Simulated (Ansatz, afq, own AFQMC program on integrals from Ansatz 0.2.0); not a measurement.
AFQMC on a folder of integrals that Ansatz 0.2.0 wrote.

```yaml
crystal:
  periodic: [false, false, false]
  atoms:
    - {symbol: Si, position_ang: [0.000000, 0.094620, 1.734140]}
    - {symbol: Ge, position_ang: [0.000000, -0.056976, -0.655110]}
    - {symbol: H, position_ang: [0.000000, 1.469573, -1.108179]}
basis:
  gaussian: {orbitals: cc-pVDZ}
magnetization: {spin_polarized: true, initial_magnetization: 3}
correlation: {method: ccsd_t, electrons: outside_noble_gas, hamiltonian_folder: ham}
```

```sh
$ ansatz run in.yaml --threads 1 --pin off --events-out ev --progress --plain --max-ram 1382MiB
```

afq runs on the folder ham with

```
--method phaseless --trial cisd --walkers 60 --populations 1 --least-time 40 --time-step 0.005 --steps-per-block 50 --equilibration-blocks 28 --max-blocks 300 --target-error 0.00036 --factor-cut 1e-05 --start spin_pure --seed 7425 --release-times 0.24,0.51,0.99,1.62,2.4 --release-step 0.03 --release-every 4 --taylor-order 6
```

Times are imaginary, in 1/Eh. The walk had a cap of 671 s. Filled inner d shells are frozen with the cores.

afq prints:

```
orbitals 31  electrons 6 3  factors 236 of 556
reference energy -2364.75169773 Eh
CCSD correlation -0.16533168 Eh in 15 cycles, weight of the determinant in the CISD state 0.8592
energy of the start -2364.916329 Eh
 block  time / (1/Eh)  mean weight  energy / Eh
     1     0.250  1.0003  -2364.914847
     2     0.500  1.0008  -2364.915603
     3     0.750  1.0011  -2364.918570
     4     1.000  1.0007  -2364.920530
     5     1.250  0.9998  -2364.921866
     9     2.250  0.9997  -2364.922764
    33     8.250  0.9988  -2364.924209
    65    16.250  1.0017  -2364.927045
    97    24.250  0.9990  -2364.928145
   129    32.250  0.9992  -2364.931410
   161    40.250  0.9980  -2364.923782
   193    48.250  0.9913  -2364.936612
   209    52.250  0.9998  -2364.919411
   225    56.250  0.9992  -2364.928054
   257    64.250  0.9995  -2364.926002
   289    72.250  1.0001  -2364.926548
   321    80.250  1.0005  -2364.925398
blocks merged  error / Eh  count
     1  0.000191  300
     2  0.000244  150
     4  0.000301  75
     8  0.000364  37
    16  0.000438  18
    32  0.000440  9
released: time / (1/Eh)  energy / Eh  error  mean overlap
  0.24  -2364.925731  0.000484  1.0007
  0.51  -2364.925683  0.000358  1.0003
  0.99  -2364.925647  0.000302  1.0049
  1.62  -2364.926100  0.000300  1.0053
  2.40  -2364.925802  0.000351  0.9917
energy -2364.925561 +/- 0.000438 Eh
(rows thinned)
```

The run passed its tests (sampling time, drift between the halves within three errors, error under three times the target), which doesn't prove that it has relaxed.

Against this walk (error 11.9 meV) on the same determinant: CCSD(T) 49.2 meV higher, CCSDT(Q) 9.6 meV lower (within the noise). The error is statistical and leaves out the bias of the constraint. Released to 2.40 1/Eh the energy moves by -7 ± 15 meV (both errors), within twice the noise.

Cautions: constraint bias not in the error; error above the target (11.9 against 9.8 meV); no relativity below Rb; no spin-orbit coupling; inner d shell frozen; lower spins were not checked.

The walk took 3.6 min on 1 thread of Arm Neoverse V2, on a shared host. The log's last line is the phaseless energy.

CCSDT and higher add their correlation energy to the determinant of the CCSD(T) run, since their own runs factorise the integrals more tightly (a shift of under 2 meV). A walk keeps the symmetry of its determinant, which the program's search chose and which needn't be the lowest solution, so a lower state of the same spin and another symmetry isn't excluded.
